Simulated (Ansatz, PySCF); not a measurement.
Molecule: HS, charge 0, multiplicity 2. 
Geometry from a B3LYP-D3(BJ)/def2-TZVP (Ansatz, a first-principles code) optimisation:
SMILES: [SH]
```xyz
2

S      0.0000     0.0000    -0.0793
H      0.0000     0.0000     1.2681
```
Charge 0, spin multiplicity 2.

Quantity: vertical ionisation energy (to the triplet state of charge +1; each state is the SCF solution reached for its spin), in eV. Valence correlation only, unless marked. Open shells are spin-unrestricted. Spin-orbit coupling is left out. No relativistic terms. CBS marks a two-point X^-3 extrapolation of the correlation energy; Hartree-Fock from the larger set.

```json
[
 {"level": "PBE/def2-TZVPD", "program": "Ansatz", "vertical ionisation energy (eV)": "10.39", "minus last row": "-0.03"},
 {"level": "PBE0/def2-TZVPD", "program": "Ansatz", "vertical ionisation energy (eV)": "10.36", "minus last row": "-0.06"},
 {"level": "wB97X-V/def2-TZVPD", "program": "Ansatz", "vertical ionisation energy (eV)": "10.46", "minus last row": "0.04"},
 {"level": "CCSD/aug-cc-pV(D+d)Z", "program": "Ansatz", "vertical ionisation energy (eV)": "9.97", "minus last row": "-0.45"},
 {"level": "CCSD/aug-cc-pV(Q+d)Z", "program": "Ansatz", "vertical ionisation energy (eV)": "10.28", "minus last row": "-0.14"},
 {"level": "CCSD/CBS(def2-TZVPPD,def2-QZVPPD)", "program": "Ansatz", "vertical ionisation energy (eV)": "10.34", "minus last row": "-0.08"},
 {"level": "CCSD(T)/aug-cc-pV(D+d)Z", "program": "Ansatz", "vertical ionisation energy (eV)": "10.01", "minus last row": "-0.41"},
 {"level": "CCSD(T)/aug-cc-pV(T+d)Z", "program": "Ansatz", "vertical ionisation energy (eV)": "10.27", "minus last row": "-0.15"},
 {"level": "CCSD(T)/def2-QZVPPD", "program": "Ansatz", "vertical ionisation energy (eV)": "10.33", "minus last row": "-0.09"},
 {"level": "CCSD(T)/CBS(aug-cc-pV(T+d)Z,aug-cc-pV(Q+d)Z)", "program": "Ansatz", "vertical ionisation energy (eV)": "10.42", "minus last row": "0.00"}
]
```

For comparison, minus the highest occupied orbital energy (PySCF): 8.23 eV at MN15/def2-TZVPD, 6.34 eV at BP86/def2-TZVPD, 7.53 eV at PW6B95/def2-TZVPD.
